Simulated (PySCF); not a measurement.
# Vibration and rotation of AlS⁻

RHF-CCSD(T) constants of AlS⁻, ¹Σ⁺ (singlet), closed shell (basis Al aug-pcseg-1, S aug-pcseg-1; no relativity; PySCF 2.14; masses 26.9815 and 31.9721 u):

* ωe: 558.3 cm⁻¹
* ωexe: 2.29 cm⁻¹
* Be: 0.25632 cm⁻¹
* αe: 0.00148 cm⁻¹

(1) What force constant and bond length do these constants imply?

(2) Estimate the centrifugal constant D from the Kratzer relation and find the Dunham coefficient a1.

Correlated steps freeze 10 core orbitals. The CCSD T1 diagnostic is raised, a sign that a single reference may not be enough here.

## Answers

(1) Reduced mass μred = 14.633 u; k = 5.8918×10⁻⁷·μred·ωe² (u, cm⁻¹, mdyn/Å) = 2.69 mdyn/Å; Re = √(16.8576/(μred·Be)) (u, cm⁻¹, Å) = 2.120 Å.

(2) D = 4Be³/ωe² = 2.16e-07 cm⁻¹; a1 = −1 − αeωe/(6Be²) = -3.10.
